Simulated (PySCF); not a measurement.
Gas-phase reaction: 3 trisilylamine + 2 F = 3 H₃SiNH₂ + 2 Si₂H₅ + 2 SiHF

Method: PySCF energies plus ideal-gas RRHO corrections (1 bar). † marks an energy on the PBE0/def2-TZVP geometry and frequencies; other levels use their own. CCSD(T) freezes the core. 6-31G* has spherical d functions here. Open shells (unrestricted): F (multiplicity 2), Si₂H₅ (multiplicity 2); the rest are closed-shell singlets. Spin-orbit splitting is ignored; it lowers the true energy and changes the entropy of F. B3LYP is the form with VWN-RPA correlation. H₃SiNH₂, Si₂H₅, SiHF: computed as isolated molecules; such fragments, hydroxides, amides, oligomers or adducts are transient or little studied in the gas. CCSD(T) isn't extrapolated to the basis-set limit.

```json
[
 {"level": "B3LYP/6-31G*", "ΔH°(298 K), kJ": "___"},
 {"level": "B3LYP/def2-TZVP†", "ΔH°(298 K), kJ": "14"},
 {"level": "BLYP/def2-TZVP†", "ΔH°(298 K), kJ": "___"},
 {"level": "CCSD(T)/def2-SVP†", "ΔH°(298 K), kJ": "133"},
 {"level": "HF/6-31G*", "ΔH°(298 K), kJ": "274"},
 {"level": "HF/def2-TZVP†", "ΔH°(298 K), kJ": "___"},
 {"level": "PBE0/def2-SVP†", "ΔH°(298 K), kJ": "62"},
 {"level": "PBE0/def2-TZVP", "ΔH°(298 K), kJ": "53"},
 {"level": "r2SCAN/def2-TZVP†", "ΔH°(298 K), kJ": "86"},
 {"level": "ωB97X-V/def2-TZVP†", "ΔH°(298 K), kJ": "___"}
]
```

Task: What belongs in the gaps?

Result: 
- B3LYP/6-31G*, ΔH°(298 K), kJ: 13
- BLYP/def2-TZVP†, ΔH°(298 K), kJ: -72
- HF/def2-TZVP†, ΔH°(298 K), kJ: 275
- ωB97X-V/def2-TZVP†, ΔH°(298 K), kJ: 131
